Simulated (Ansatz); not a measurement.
We consider bcc Cs, described by BLYP in Ansatz (plane waves, PAW).

Excerpt of the program's output:

```
Crystal: 1 atoms, lattice volume = 129.729 Å³
Basis set: ecut = 520 eV, 3511 PW (Γ), exchange–correlation on 90×90×90 points (8 copies of the dense FFT grid, shifted against one another)
Bands: 9, of which v1, the nominal top of the filled ones, is band 5 counted from 1 (4 counted from 0)
Symmetry: 48 space group operations
Space group: Im-3m (ITA 229), of the structure as read, at distance tolerance 5.1e-5 Å
k-points: 104 of 2744
Functional: x = b88, c = lyp
SCF iter   1: F=—  HF=-5689.391873 eV  |F-HF|=—  |Δ(HF+E_count)|=         —  Δρ=1.04e-3  dr2=1.37e-3
SCF iter   2: F=—  HF=-5689.394014 eV  |F-HF|=—  |Δ(HF+E_count)|=   2.14e-3  Δρ=6.84e-4  dr2=7.93e-4
  ...
SCF iter   8: F=—  HF=-5689.397016 eV  |F-HF|=—  |Δ(HF+E_count)|=   9.19e-8  Δρ=3.95e-7  dr2=2.89e-10
SCF iter   9: F=-5689.397016 eV  HF=-5689.397016 eV  |F-HF|=4.05e-10  |Δ(HF+E_count)|=   6.43e-9  Δρ=9.40e-8  dr2=9.92e-12
SCF 1 converged in 9 iterations: F = -5689.397016 eV  dr2 = 9.92e-12
SCF converged after 9 iterations
Free energy (F): -5689.397016 eV
Internal energy: -5689.385106 eV  (E = F + TS)
E sigma→0 (E₀):  -5689.391061 eV
Fermi energy:    2.162343 eV
--- Stress (GPa, compression-positive) ---
       -0.061801      -0.000000      -0.000000
       -0.000000      -0.061801      -0.000000
       -0.000000      -0.000000      -0.061801
  P = ⅓ Tr σ = -0.0618 GPa (-0.618 kbar)
```

**Question.** Write an input file that could have produced this run (the log leaves some choices open).

**Answer.** One answer among several that fit: 
Ansatz 0.2 input:
```yaml
crystal:
  lattice:
    - [-3.1890295072, 3.1890295072, 3.1890295072]
    - [3.1890295072, -3.1890295072, 3.1890295072]
    - [3.1890295072, 3.1890295072, -3.1890295072]
  atoms:
    - { symbol: Cs, position: [0.0, 0.0, 0.0] }
basis:
  ecutwfc: 520
  ecutrho_ratio: 4
  xc_grid: 2
kpoints:
  mp_grid: { grid: [14, 14, 14] }
hamiltonian:
  xc: blyp
  dispersion: none
  pseudopotentials: { kind: paw }
scf:
  occupations: { method: fermi_dirac, width: 0.05 }
  convergence: { dr2_threshold: 0.0000000001 }
output:
  forces: false
  stress: true
  eigenvalues: true
```

The PAW data were made under PBE.

Note: the cell is over a tenth larger than the published one: the level's own overestimate first of all, though another phase or state, or a fault of the published cell, is possible.

Ansatz is a program for electronic structure.
